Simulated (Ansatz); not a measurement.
# B97/LANL2DZ (core potential) run of SiH4 (SMILES [SiH4])

Wanted: molecular dynamics of SiH4. 

Program for the calculation: Ansatz 0.2.0.

### 1 The system as given

The species is SiH4 (5 atoms), meant as a singlet with charge 0. SMILES: `[SiH4]`. Geometry: relaxed at PBE0-D4/def2-TZVP. The run starts from this shape.

Bond lengths: Si1–H2 1.485 Å, Si1–H3 1.485 Å, Si1–H4 1.485 Å, Si1–H5 1.485 Å. Angles: H2–Si1–H3 109.5°, H2–Si1–H4 109.5°, H2–Si1–H5 109.5°, H3–Si1–H4 109.5°, H3–Si1–H5 109.5°, H4–Si1–H5 109.5°.

### 2 A short trajectory at B97/LANL2DZ (core potential)

File job.yaml:

```yaml
crystal:
  periodic: [false, false, false]
  atoms:
    - {symbol: Si, position_ang: [-0.000000, 0.000000, -0.000100]}
    - {symbol: H, position_ang: [0.967600, -0.688400, 0.890900]}
    - {symbol: H, position_ang: [-1.331000, 0.044900, 0.656000]}
    - {symbol: H, position_ang: [-0.105100, -0.740300, -1.282600]}
    - {symbol: H, position_ang: [0.468500, 1.383800, -0.264200]}
basis:
  gaussian: {orbitals: LANL2DZ.json}
hamiltonian: {xc: {name: B97}}
md:
  timestep: 2 fs
  n_steps: 50
  ensemble: nve_milne
  temperature: 300
  initial_velocities: maxwell_boltzmann
  seed: 88
```

The basis set LANL2DZ is read from a file made from the Basis Set Exchange's data (not shown).

Run with:

```
$ ansatz run job.yaml --threads 1 --pin off --max-ram 2610MiB --events-out events.jsonl --progress --plain --runs-dir runs
```

What it wrote:

```text
Warning: RAYON_NUM_THREADS=1 ignored (pool sized by the plan → 1); use --threads N
Functional definition: B97
  name "B97"
  parameter cx = 0.1943
  parameter cx0 = 0.8094
  parameter cx1 = 0.5073
  parameter cx2 = 0.7481
  parameter css0 = 0.1737
  parameter css1 = 2.3487
  parameter css2 = -2.4868
  parameter cos0 = 0.9454
  parameter cos1 = 0.7471
  parameter cos2 = -4.5961
  exchange = spin_sum(e_x_unif_s*poly(b97_u_x, cx0, cx1, cx2)) + cx*exact_x
  correlation = spin_sum(e_c_pw_same_spin*poly(b97_u_same, css0, css1, css2))
      + integral(e_c_pw_opposite_spin*poly(b97_u_opposite, cos0, cos1, cos2))
206 factors; integrals over basis functions are off by at most 2.7e-4 eV
mean field evaluation 1: about -170.2192 eV, gradient 5.0e0 eV
mean field evaluation 2: about -170.3174 eV, gradient 7.1e-1 eV
mean field evaluation 4: about -170.2840 eV, gradient 3.4e-1 eV
mean field evaluation 8: about -170.2843 eV, gradient 9.6e-5 eV
mean field -170.28428297 eV, -6.2578319762 hartree, gradient 7.5e-5 eV, S^2 0.000000; 0 other end points of the search recorded, 0 dependent functions left out
the calculation of the forces begins
reference -170.28429914 eV, -6.2578325705 hartree; 4, 4 occupied and 12, 12 virtual orbitals, 206 factors
md step     0: t =     0.00 fs  T =   300.0 K  F+E_penalty+E_count = -170.28428297 eV  E_kin = 0.116334 eV  conserved = -170.16794897 eV  (20 SCF iters)
these checks for a lower state are left out or cut short: starts, cluster_reference, orbital_swaps, neighbouring_geometries, increment
206 factors; integrals over basis functions are off by at most 2.6e-4 eV
mean field evaluation 16: about -170.2223 eV, gradient 2.0e-5 eV
mean field -170.22234423 eV, -6.2555557695 hartree, gradient 1.9e-5 eV, S^2 0.000000; 0 other end points of the search recorded, 0 dependent functions left out
the calculation of the forces begins
reference -170.22236041 eV, -6.2555563642 hartree; 4, 4 occupied and 12, 12 virtual orbitals, 206 factors
md step     1: t =     2.00 fs  T =   166.0 K  F+E_penalty+E_count = -170.22234423 eV  E_kin = 0.064355 eV  conserved = -170.15798925 eV  (22 SCF iters)
these checks for a lower state are left out or cut short: starts, cluster_reference, orbital_swaps, neighbouring_geometries, increment
206 factors; integrals over basis functions are off by at most 2.6e-4 eV
mean field -170.20143521 eV, -6.2547873774 hartree, gradient 2.0e-5 eV, S^2 0.000000; 0 other end points of the search recorded, 0 dependent functions left out
the calculation of the forces begins
reference -170.20145141 eV, -6.2547879725 hartree; 4, 4 occupied and 12, 12 virtual orbitals, 206 factors
md step     2: t =     4.00 fs  T =    90.6 K  F+E_penalty+E_count = -170.20143521 eV  E_kin = 0.035146 eV  conserved = -170.16628943 eV  (23 SCF iters)
[... from here on, the SCF cycles and remarks between the steps are left out ...]
md step     3: t =     6.00 fs  T =   216.3 K  F+E_penalty+E_count = -170.24798393 eV  E_kin = 0.083863 eV  conserved = -170.16412140 eV  (22 SCF iters)
md step     4: t =     8.00 fs  T =   139.8 K  F+E_penalty+E_count = -170.22601767 eV  E_kin = 0.054218 eV  conserved = -170.17179947 eV  (22 SCF iters)
md step     5: t =    10.00 fs  T =    20.3 K  F+E_penalty+E_count = -170.17017055 eV  E_kin = 0.007854 eV  conserved = -170.16231672 eV  (23 SCF iters)
md step     6: t =    12.00 fs  T =    74.8 K  F+E_penalty+E_count = -170.19243479 eV  E_kin = 0.029012 eV  conserved = -170.16342265 eV  (23 SCF iters)
md step     7: t =    14.00 fs  T =   267.4 K  F+E_penalty+E_count = -170.26270940 eV  E_kin = 0.103695 eV  conserved = -170.15901489 eV  (22 SCF iters)
md step     8: t =    16.00 fs  T =   213.6 K  F+E_penalty+E_count = -170.25527081 eV  E_kin = 0.082835 eV  conserved = -170.17243589 eV  (22 SCF iters)
md step     9: t =    18.00 fs  T =   108.5 K  F+E_penalty+E_count = -170.21200533 eV  E_kin = 0.042065 eV  conserved = -170.16994050 eV  (23 SCF iters)
md step    10: t =    20.00 fs  T =   196.6 K  F+E_penalty+E_count = -170.24495410 eV  E_kin = 0.076235 eV  conserved = -170.16871904 eV  (22 SCF iters)
md step    11: t =    22.00 fs  T =   268.8 K  F+E_penalty+E_count = -170.26614072 eV  E_kin = 0.104247 eV  conserved = -170.16189381 eV  (21 SCF iters)
md step    12: t =    24.00 fs  T =    98.4 K  F+E_penalty+E_count = -170.20302155 eV  E_kin = 0.038157 eV  conserved = -170.16486406 eV  (21 SCF iters)
md step    13: t =    26.00 fs  T =    13.0 K  F+E_penalty+E_count = -170.16994813 eV  E_kin = 0.005060 eV  conserved = -170.16488863 eV  (23 SCF iters)
md step    14: t =    28.00 fs  T =   133.3 K  F+E_penalty+E_count = -170.21708556 eV  E_kin = 0.051701 eV  conserved = -170.16538485 eV  (22 SCF iters)
md step    15: t =    30.00 fs  T =   223.1 K  F+E_penalty+E_count = -170.24907400 eV  E_kin = 0.086512 eV  conserved = -170.16256174 eV  (21 SCF iters)
md step    16: t =    32.00 fs  T =    94.9 K  F+E_penalty+E_count = -170.20390004 eV  E_kin = 0.036782 eV  conserved = -170.16711844 eV  (22 SCF iters)
md step    17: t =    34.00 fs  T =   122.1 K  F+E_penalty+E_count = -170.21609726 eV  E_kin = 0.047342 eV  conserved = -170.16875562 eV  (22 SCF iters)
md step    18: t =    36.00 fs  T =   267.4 K  F+E_penalty+E_count = -170.27622217 eV  E_kin = 0.103702 eV  conserved = -170.17251982 eV  (17 SCF iters)
md step    19: t =    38.00 fs  T =   238.4 K  F+E_penalty+E_count = -170.25742591 eV  E_kin = 0.092465 eV  conserved = -170.16496085 eV  (21 SCF iters)
md step    20: t =    40.00 fs  T =    81.5 K  F+E_penalty+E_count = -170.19191641 eV  E_kin = 0.031590 eV  conserved = -170.16032683 eV  (23 SCF iters)
md step    21: t =    42.00 fs  T =   106.1 K  F+E_penalty+E_count = -170.20339268 eV  E_kin = 0.041149 eV  conserved = -170.16224384 eV  (22 SCF iters)
md step    22: t =    44.00 fs  T =   207.5 K  F+E_penalty+E_count = -170.24777074 eV  E_kin = 0.080481 eV  conserved = -170.16728939 eV  (22 SCF iters)
md step    23: t =    46.00 fs  T =   135.5 K  F+E_penalty+E_count = -170.22338668 eV  E_kin = 0.052562 eV  conserved = -170.17082433 eV  (22 SCF iters)
md step    24: t =    48.00 fs  T =    21.4 K  F+E_penalty+E_count = -170.17285162 eV  E_kin = 0.008312 eV  conserved = -170.16453954 eV  (23 SCF iters)
md step    25: t =    50.00 fs  T =   171.6 K  F+E_penalty+E_count = -170.23056244 eV  E_kin = 0.066543 eV  conserved = -170.16401974 eV  (23 SCF iters)
md step    26: t =    52.00 fs  T =   256.4 K  F+E_penalty+E_count = -170.26996847 eV  E_kin = 0.099444 eV  conserved = -170.17052453 eV  (21 SCF iters)
md step    27: t =    54.00 fs  T =   151.7 K  F+E_penalty+E_count = -170.22635088 eV  E_kin = 0.058812 eV  conserved = -170.16753919 eV  (22 SCF iters)
md step    28: t =    56.00 fs  T =    89.1 K  F+E_penalty+E_count = -170.19643984 eV  E_kin = 0.034544 eV  conserved = -170.16189568 eV  (22 SCF iters)
md step    29: t =    58.00 fs  T =   219.9 K  F+E_penalty+E_count = -170.24524698 eV  E_kin = 0.085260 eV  conserved = -170.15998683 eV  (22 SCF iters)
md step    30: t =    60.00 fs  T =   247.8 K  F+E_penalty+E_count = -170.26233503 eV  E_kin = 0.096082 eV  conserved = -170.16625295 eV  (22 SCF iters)
md step    31: t =    62.00 fs  T =    73.7 K  F+E_penalty+E_count = -170.20236369 eV  E_kin = 0.028571 eV  conserved = -170.17379303 eV  (22 SCF iters)
md step    32: t =    64.00 fs  T =    44.7 K  F+E_penalty+E_count = -170.18557349 eV  E_kin = 0.017327 eV  conserved = -170.16824657 eV  (23 SCF iters)
md step    33: t =    66.00 fs  T =   202.8 K  F+E_penalty+E_count = -170.24399594 eV  E_kin = 0.078636 eV  conserved = -170.16535986 eV  (22 SCF iters)
md step    34: t =    68.00 fs  T =   181.5 K  F+E_penalty+E_count = -170.23323594 eV  E_kin = 0.070394 eV  conserved = -170.16284201 eV  (18 SCF iters)
md step    35: t =    70.00 fs  T =    64.0 K  F+E_penalty+E_count = -170.19073241 eV  E_kin = 0.024823 eV  conserved = -170.16590907 eV  (22 SCF iters)
md step    36: t =    72.00 fs  T =   125.4 K  F+E_penalty+E_count = -170.21317728 eV  E_kin = 0.048622 eV  conserved = -170.16455529 eV  (23 SCF iters)
md step    37: t =    74.00 fs  T =   274.1 K  F+E_penalty+E_count = -170.27062148 eV  E_kin = 0.106271 eV  conserved = -170.16435026 eV  (21 SCF iters)
md step    38: t =    76.00 fs  T =   222.8 K  F+E_penalty+E_count = -170.24999064 eV  E_kin = 0.086390 eV  conserved = -170.16360034 eV  (22 SCF iters)
md step    39: t =    78.00 fs  T =    83.3 K  F+E_penalty+E_count = -170.20141356 eV  E_kin = 0.032314 eV  conserved = -170.16909976 eV  (23 SCF iters)
md step    40: t =    80.00 fs  T =   155.4 K  F+E_penalty+E_count = -170.22992198 eV  E_kin = 0.060246 eV  conserved = -170.16967634 eV  (22 SCF iters)
md step    41: t =    82.00 fs  T =   200.7 K  F+E_penalty+E_count = -170.24907719 eV  E_kin = 0.077821 eV  conserved = -170.17125665 eV  (22 SCF iters)
md step    42: t =    84.00 fs  T =    96.9 K  F+E_penalty+E_count = -170.19641146 eV  E_kin = 0.037557 eV  conserved = -170.15885414 eV  (21 SCF iters)
md step    43: t =    86.00 fs  T =    34.6 K  F+E_penalty+E_count = -170.17683280 eV  E_kin = 0.013429 eV  conserved = -170.16340427 eV  (23 SCF iters)
md step    44: t =    88.00 fs  T =   177.5 K  F+E_penalty+E_count = -170.23183589 eV  E_kin = 0.068841 eV  conserved = -170.16299488 eV  (22 SCF iters)
md step    45: t =    90.00 fs  T =   235.9 K  F+E_penalty+E_count = -170.26329203 eV  E_kin = 0.091473 eV  conserved = -170.17181943 eV  (21 SCF iters)
md step    46: t =    92.00 fs  T =   143.2 K  F+E_penalty+E_count = -170.22006741 eV  E_kin = 0.055513 eV  conserved = -170.16455489 eV  (22 SCF iters)
md step    47: t =    94.00 fs  T =   137.6 K  F+E_penalty+E_count = -170.21924972 eV  E_kin = 0.053371 eV  conserved = -170.16587879 eV  (23 SCF iters)
md step    48: t =    96.00 fs  T =   261.0 K  F+E_penalty+E_count = -170.26667451 eV  E_kin = 0.101206 eV  conserved = -170.16546878 eV  (24 SCF iters)
md step    49: t =    98.00 fs  T =   180.4 K  F+E_penalty+E_count = -170.24147757 eV  E_kin = 0.069964 eV  conserved = -170.17151340 eV  (22 SCF iters)
these checks for a lower state are left out or cut short: starts, cluster_reference, orbital_swaps, neighbouring_geometries, increment
206 factors; integrals over basis functions are off by at most 2.7e-4 eV
mean field evaluation 384: about -170.1824 eV, gradient 2.1e-5 eV
mean field -170.18242317 eV, -6.2540886976 hartree, gradient 2.0e-5 eV, S^2 0.000000; 0 other end points of the search recorded, 0 dependent functions left out
the calculation of the forces begins
reference -170.18243939 eV, -6.2540892940 hartree; 4, 4 occupied and 12, 12 virtual orbitals, 206 factors
206 factors; integrals over basis functions are off by at most 2.7e-4 eV
mean field -170.18242317 eV, -6.2540886976 hartree, gradient 2.0e-5 eV, S^2 0.000000; 1 other end points of the search recorded, 0 dependent functions left out
the calculation of the forces begins
reference -170.18243939 eV, -6.2540892940 hartree; 4, 4 occupied and 12, 12 virtual orbitals, 206 factors
md step    50: t =   100.00 fs  T =    52.3 K  F+E_penalty+E_count = -170.18242317 eV  E_kin = 0.020276 eV  conserved = -170.16214688 eV  (18 SCF iters)
Total energy: -170.18243939 eV, -6.2540892940 hartree
Atom 0 at     0.006774    -0.000646    -0.000837 Å, force    -0.466787     0.416357    -0.871759 eV/Å
Atom 1 at     0.898654    -0.702232     0.942722 Å, force     0.259899     0.001661    -0.081862 eV/Å
Atom 2 at    -1.329251     0.037007     0.648337 Å, force    -0.026979     0.017672    -0.022675 eV/Å
Atom 3 at    -0.172680    -0.786013    -1.326810 Å, force     0.315750     0.599260     0.896539 eV/Å
Atom 4 at     0.414549     1.469247    -0.243617 Å, force    -0.081883    -1.034950     0.079757 eV/Å
Dipole moment:     0.038090    -0.005506     0.001885 e Å
```

It took 51 s on 1 thread of Intel Xeon Platinum 8259CL at 2.50GHz (Skylake/Cascade Lake), shared host; peak memory 0.11 GiB.

Step by step:

```
step  potential energy change (eV)  largest force (eV/Å)  temperature (K)
   0                        0.0000                0.0311              300
   3                        0.0363                0.5142              216
   6                        0.0918                1.5226               75
   9                        0.0723                1.4065              108
  12                        0.0813                0.9550               98
  15                        0.0352                0.9083              223
  18                        0.0081                0.3629              267
  21                        0.0809                1.3253              106
  24                        0.1114                1.4092               21
  27                        0.0579                1.2637              152
  30                        0.0219                0.7654              248
  33                        0.0403                0.7106              203
  36                        0.0711                1.0088              125
  39                        0.0829                1.2827               83
  42                        0.0879                1.6907               97
  45                        0.0210                0.3963              236
  48                        0.0176                0.3298              261
  50                        0.1019                1.1237               52
```

### 3 Results

Level: B97/LANL2DZ (core potential).

```
                          quantity        value
potential energy of the last frame  -6.25409 Eh
```

In words: The run spans only 100 fs, so it is not equilibrated: the temperature averages 157 K over its second half, against 300 K at the start, as kinetic energy flows into the vibrations of a start near a minimum.
